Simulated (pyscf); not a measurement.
5 gas-phase steps of one pattern: hydrogen abstraction on the doublet surface, H–H broken and H–O formed. Structures and frequencies: ωB97X-D3(BJ)/def2-SVP in PySCF. Electronic energies in kcal/mol, from the separated reactants; ΔE‡ at ωB97M-D3(BJ)/def2-TZVP, beside the barrier at B3LYP-D3(BJ)/def2-TZVP on the same structures. Rows were drawn at random from the steps of this pattern with a verified saddle, stable references and no exit in the data more than 5 kcal/mol lower.

```tsv
row	step	ΔE‡(B3LYP-D3(BJ))	ΔE‡
1	•O–Al(OH)–F (SMILES [O][Al]([OH])[F]) + H₂ (SMILES [H][H]) → HO–Al(OH)–F (SMILES [OH][Al]([OH])[F]) + H• (SMILES [H])	-0.4	?
2	•O–Ga(F)–F (SMILES [O][Ga]([F])[F]) + H₂ (SMILES [H][H]) → HO–Ga(F)–F (SMILES [OH][Ga]([F])[F]) + H• (SMILES [H])	-0.3	2.3
3	•O–In(Cl)–Cl (SMILES [O][In]([Cl])[Cl]) + H₂ (SMILES [H][H]) → HO–In(Cl)–Cl (SMILES [OH][In]([Cl])[Cl]) + H• (SMILES [H])	0.5	3.0
4	H₂B–O• (SMILES B[O]) + H₂ (SMILES [H][H]) → H₂B–OH (SMILES BO) + H• (SMILES [H])	12.8	14.9
5	[O=Si–OH]• (SMILES O=[Si]O) + H₂ (SMILES [H][H]) → HO–Si:–OH (SMILES O[Si]O) [singlet] + H• (SMILES [H])	16.1	18.7
```

Q: From a straight line through the complete rows, estimate the missing barrier and say how far the line can be trusted.

A: Over the 4 complete rows the means are +7.3 (ΔE‡(B3LYP-D3(BJ))) and 9.7 (ΔE‡); least squares gives b = 0.99 and a = 2.5 kcal/mol, with residuals of 0.2 kcal/mol (root mean square; largest 0.3, row 4). For row 1: 2.5 + 0.99 × (-0.4) = 2.1 kcal/mol, an extrapolation. The computed barrier is 2.1 kcal/mol, on the line. The line follows these rows closely. Each barrier is that of the saddle found. Elements up to Kr have no core potential and no relativistic terms here. Elements past Kr carry the def2 core potentials, without spin-orbit coupling.
